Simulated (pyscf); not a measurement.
Single points on ωB97X-D3(BJ)/def2-SVP structures (PySCF, gas phase).

Q: For the elementary gas-phase step HN=SiH–Cl + HF → HN=SiH–F + HCl (singlet surface; Cl–Si, F–H broken, F–Si, Cl–H formed), what barrier and reaction energy does r²SCAN/def2-TZVP give, measured from the separated reactants?

A: ΔE‡ = 2.7 kcal/mol, ΔE = -9.4 kcal/mol. CCSD(T)/def2-TZVPP + ΔMP2(QZVPP) gives 9.5 kcal/mol and -8.7 kcal/mol. Zero-point energy shifts the barrier by -0.4 kcal/mol. It is a four-centre exchange, with an imaginary mode of 737i cm⁻¹. On the reactant side the descent ends in a complex, 4.5 kcal/mol under the separated species and 11.3 kcal/mol under the saddle at ωB97X-D3(BJ)/def2-TZVP. On the product side the descent ends in a complex, 4.4 kcal/mol under the separated species and 19.0 kcal/mol under the saddle at ωB97X-D3(BJ)/def2-TZVP. At ωB97X-D3(BJ) the barrier from the zero used here is 6.9 kcal/mol. HN=SiH–Cl lies 26.4 kcal/mol over its isomer H₂N–Si:–Cl [singlet] (electronic energy, ωB97M-D3(BJ)). HN=SiH–F lies 25.8 kcal/mol over its isomer H₂N–Si:–F [singlet] (electronic energy, ωB97M-D3(BJ)). One saddle was located; it need not be the lowest between these sides. The CCSD(T) − MP2 part came from Ansatz, without density fitting, on the same reference.
